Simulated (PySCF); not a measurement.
PySCF run on HO3P

File input.py (PySCF 2.14):

```python
from pyscf import gto, scf, cc

mol = gto.M(
    atom='P 0.057 0.0935 0; O 1.4716 -0.0123 0; O -0.8494 1.1924 0; O -0.6337 -1.2853 0; H -1.5768 -1.1973 0',
    basis='lanl2dz',
    ecp={'P': 'lanl2dz'},
    charge=0,
    spin=0,
    verbose=4,
)
mf = scf.RHF(mol)
mf = mf.density_fit(auxbasis='def2-universal-jkfit')
mf.kernel()
mycc = cc.CCSD(mf)
mycc.kernel()
mycc.ccsd_t()
mf.dip_moment()
print('orbital energies (hartree):', mf.mo_energy[..., max(0, mol.nelec[1]-3):mol.nelec[0]+3].round(4))
```

```bash
$ OMP_NUM_THREADS=1 python input.py
```

The log:

```
PySCF version 2.14.0

[INPUT] verbose = 4
[INPUT] num. atoms = 5
[INPUT] num. electrons = 30
[INPUT] charge = 0
[INPUT] spin (= nelec alpha-beta = 2S) = 0
[INPUT] symmetry False subgroup None
[INPUT] Mole.unit = angstrom
[INPUT] Symbol           X                Y                Z      unit          X                Y                Z       unit  Magmom
[INPUT]  1 P      0.057000000000   0.093500000000   0.000000000000 AA    0.107714389100   0.176689392647   0.000000000000 Bohr   0.0
[INPUT]  2 O      1.471600000000  -0.012300000000   0.000000000000 AA    2.780920964910  -0.023243631332   0.000000000000 Bohr   0.0
[INPUT]  3 O     -0.849400000000   1.192400000000   0.000000000000 AA   -1.605133370206   2.253309430931   0.000000000000 Bohr   0.0
[INPUT]  4 O     -0.633700000000  -1.285300000000   0.000000000000 AA   -1.197519445137  -2.428864987903   0.000000000000 Bohr   0.0
[INPUT]  5 H     -1.576800000000  -1.197300000000   0.000000000000 AA   -2.979720153214  -2.262569088942   0.000000000000 Bohr   0.0

nuclear repulsion = 92.5705894797319
number of shells = 21
number of NR pGTOs = 91
number of NR cGTOs = 37
basis = lanl2dz
ecp = {'P': 'lanl2dz'}

******** <class 'pyscf.df.df_jk.DFRHF'> ********
method = DFRHF
initial guess = minao
damping factor = 0
level_shift factor = 0
DIIS = <class 'pyscf.scf.diis.CDIIS'>
diis_start_cycle = 1
diis_space = 8
diis_damp = 0
SCF conv_tol = 1e-09
SCF conv_tol_grad = None
SCF max_cycles = 50
direct_scf = False
Set gradient conv threshold to 3.16228e-05
Initial guess from minao.
******** <class 'pyscf.df.df.DF'> ********
auxbasis = def2-universal-jkfit
init E= -229.847756296368
  HOMO = -0.404045240337103  LUMO = 0.159165582380963  gap/eV = 15.32575
cycle= 1 E= -231.027529863565  delta_E= -1.18  |g|= 0.963  |ddm|= 2.98
  HOMO = -0.424204809709936  LUMO = 0.0334090380373482  gap/eV = 12.45231
cycle= 2 E= -231.206059715114  delta_E= -0.179  |g|= 0.657  |ddm|=  1.6
  HOMO = -0.545981644154388  LUMO = 0.0327718362658747  gap/eV = 15.74868
cycle= 3 E= -231.290533161268  delta_E= -0.0845  |g|= 0.0609  |ddm|= 0.547
  HOMO = -0.521110099418712  LUMO = 0.0585435995951471  gap/eV = 15.77318
cycle= 4 E= -231.291443949684  delta_E= -0.000911  |g|= 0.0291  |ddm|= 0.0653
  HOMO = -0.51927535945498  LUMO = 0.0629145488763889  gap/eV = 15.84219
cycle= 5 E= -231.291662876982  delta_E= -0.000219  |g|= 0.00742  |ddm|= 0.0257
  HOMO = -0.518386746509835  LUMO = 0.0628179715918069  gap/eV = 15.81539
cycle= 6 E= -231.291705814794  delta_E= -4.29e-05  |g|= 0.00229  |ddm|= 0.0172
  HOMO = -0.51783302933457  LUMO = 0.0629871212900301  gap/eV = 15.80492
cycle= 7 E= -231.29170967808  delta_E= -3.86e-06  |g|= 0.00138  |ddm|= 0.00599
  HOMO = -0.517682316647305  LUMO = 0.0630529320876683  gap/eV = 15.80261
cycle= 8 E= -231.29171029765  delta_E= -6.2e-07  |g|= 0.000285  |ddm|= 0.00178
  HOMO = -0.517652050606202  LUMO = 0.06307753312025  gap/eV = 15.80246
cycle= 9 E= -231.291710367474  delta_E= -6.98e-08  |g|= 7.04e-05  |ddm|= 0.000876
  HOMO = -0.517645338973068  LUMO = 0.0630722688767662  gap/eV = 15.80213
cycle= 10 E= -231.291710372833  delta_E= -5.36e-09  |g|= 1.73e-05  |ddm|= 0.000274
  HOMO = -0.517645305095769  LUMO = 0.0630705105049412  gap/eV = 15.80208
cycle= 11 E= -231.291710373128  delta_E= -2.95e-10  |g|= 4.97e-06  |ddm|= 6.27e-05
  HOMO = -0.517645162147852  LUMO = 0.0630709895508801  gap/eV = 15.80209
Extra cycle  E= -231.291710373148  delta_E= -2e-11  |g|= 2.91e-06  |ddm|= 1.07e-05
converged SCF energy = -231.291710373148

******** <class 'pyscf.cc.dfccsd.RCCSD'> ********
CC2 = 0
CCSD nocc = 15, nmo = 37
max_cycle = 50
direct = 0
conv_tol = 1e-07
conv_tol_normt = 1e-05
diis_space = 6
diis_start_cycle = 0
diis_start_energy_diff = 1e+09
Init t2, MP2 energy = -231.727879638966  E_corr(MP2) -0.436169265817685
Init E_corr(RCCSD) = -0.436169265822719
cycle = 1  E_corr(RCCSD) = -0.400325386874382  dE = 0.0358438789  norm(t1,t2) = 0.0922455
cycle = 2  E_corr(RCCSD) = -0.42328954381784  dE = -0.0229641569  norm(t1,t2) = 0.0347298
cycle = 3  E_corr(RCCSD) = -0.420488689219969  dE = 0.0028008546  norm(t1,t2) = 0.0181139
cycle = 4  E_corr(RCCSD) = -0.422939626118925  dE = -0.0024509369  norm(t1,t2) = 0.00544225
cycle = 5  E_corr(RCCSD) = -0.423142523821075  dE = -0.000202897702  norm(t1,t2) = 0.000998049
cycle = 6  E_corr(RCCSD) = -0.423083185020827  dE = 5.93388002e-05  norm(t1,t2) = 0.000384257
cycle = 7  E_corr(RCCSD) = -0.423066744878426  dE = 1.64401424e-05  norm(t1,t2) = 9.85606e-05
cycle = 8  E_corr(RCCSD) = -0.423068388619552  dE = -1.64374113e-06  norm(t1,t2) = 4.62656e-05
cycle = 9  E_corr(RCCSD) = -0.423069378599679  dE = -9.89980126e-07  norm(t1,t2) = 1.93066e-05
cycle = 10  E_corr(RCCSD) = -0.423069095239525  dE = 2.83360154e-07  norm(t1,t2) = 6.11528e-06
cycle = 11  E_corr(RCCSD) = -0.423069363468889  dE = -2.68229363e-07  norm(t1,t2) = 2.53873e-06
cycle = 12  E_corr(RCCSD) = -0.423069271114396  dE = 9.23544932e-08  norm(t1,t2) = 9.48432e-07
RCCSD converged
E(RCCSD) = -231.7147796442622  E_corr = -0.4230692711143956
RCCSD(T) correction = -0.0132676905549627
Dipole moment(X, Y, Z, Debye): -3.25639, -1.75703, -0.00000
orbital energies (hartree): [-0.5642 -0.5359 -0.5176  0.0631  0.0917  0.2003]
```

In short: E(SCF) = -231.291710 Eh, 11 cycles, E(CCSD) − E(SCF) = -0.42307 Eh, (T) = -0.01327 Eh, μ(SCF) = 3.70 D.

It ran on Arm Neoverse N1 (1 thread, shared host) in 5.4 s, peak memory 0.14 GiB.
